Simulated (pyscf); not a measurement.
## AlH (SMILES [AlH]), singlet

Gas-phase minimum from PySCF at ωB97X-D3(BJ)/def2-SVP, one conformer. 

```
Al
H 1 1.6589
```

Properties at ωB97X-D3(BJ)/def2-SVP:

- Harmonic wavenumbers, unscaled = 1697 cm⁻¹
- Zero-point energy = 2.4 kcal/mol
- Rotational symmetry number = 1
- Entropy of this conformer at 298 K and 1 atm, rigid rotor and harmonic oscillator, modes under 100 cm⁻¹ raised to 100 = 187.7 J/(mol K)
- Dipole moment = 0.17 D

Single-point totals, which compare only within one level (frozen core for MP2 and CC):

| level | total energy (hartree) |
|---|---|
| ωB97X-D3(BJ)/def2-TZVP | -242.99621 |
| PBE/def2-TZVP | -242.83765 |
| r²SCAN/def2-TZVP | -242.94148 |
| B3LYP-D3(BJ)/def2-TZVP | -243.00689 |
| PBE0-D3(BJ)/def2-TZVP | -242.86033 |
| M06-2X/def2-TZVP | -242.95757 |
| ωB97M-D3(BJ)/def2-TZVP | -243.02209 |
| HF/def2-TZVPP | -242.45785 |
| MP2/def2-TZVPP | -242.51968 |
| CCSD/def2-TZVPP | -242.54003 |
| CCSD(T)/def2-TZVPP | -242.54145 |

The CCSD(T) − MP2 part came from Ansatz, without density fitting, on the same reference.
